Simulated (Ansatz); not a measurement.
Consider a ladder of basis sets of CH5AlF (charge -1), SMILES F[CH2][AlH3-] (the Ansatz DFT code, driven from Python).

`basis_ch5alf.py`:
```python
# -*- coding: utf-8 -*-
"""How the energy of CH5AlF(-) converges with the basis."""

import ansatz as az
from ase import Atoms

atoms = Atoms(["F", "C", "Al", "H", "H", "H", "H", "H"], positions=[
    (1.6701, 0.2074, -1.0225),
    (1.0289, -0.0638, 0.1707),
    (-0.9412, 0.044, -0.0958),
    (1.2999, -1.0836, 0.5131),
    (1.3392, 0.6782, 0.9347),
    (-1.3299, 1.5123, -0.5886),
    (-1.3865, -1.0244, -1.1959),
    (-1.6806, -0.27, 1.2843),
])
geometry = az.Crystal.molecule_from_ase(atoms)

job = geometry.calculation().functional("HF").charge(-1)

energies = {}
for basis in ["cc-pVDZ", "cc-pVTZ"]:
    summary = job.basis(gaussian=basis).run(threads=1).report
    size = summary["n_frozen"] + summary["n_occupied"][0] + summary["n_virtual"][0]
    energies[basis] = (summary["reference_energy_ev"] / 27.211386246, summary["free_energy_ev"] / 27.211386246)
    print(f"{basis:14s} {size:4d} orbitals  reference {energies[basis][0]:14.6f} Ha  total {energies[basis][1]:14.6f} Ha")

last = energies["cc-pVTZ"][1]
for basis, (_, total) in energies.items():
    print(f"{basis:14s} lies {27.211386 * (total - last):9.4f} eV above cc-pVTZ")
```

How far does the total energy move along this ladder of basis sets?

Against cc-pVDZ: cc-pVTZ -65.3 mHa. The last step alone is -65.33 mHa.

What the script printed:

Output of `python basis_ch5alf.py`:
```text
cc-pVDZ          71 orbitals  reference    -382.118731 Ha  total    -382.118731 Ha
cc-pVTZ         164 orbitals  reference    -382.184065 Ha  total    -382.184065 Ha
cc-pVDZ        lies    1.7778 eV above cc-pVTZ
cc-pVTZ        lies    0.0000 eV above cc-pVTZ
```

Reading the output:
- The drop along the ladder measures the basis error, and is no property of the molecule.
- The geometry is a force-field or estimated start, not a minimum of this method, and the last set is no limit. Much of the fall in a total is atomic energy, which cancels in bond and reaction energies.
- For Al to Cl the sets with a tight d function, cc-pV(X+d)Z, are usual.
- Anions want diffuse functions, which this basis lacks.
- The whole script took 2.3 s on 1 thread of Arm Neoverse V1, on a shared host, peak memory 0.29 GiB.
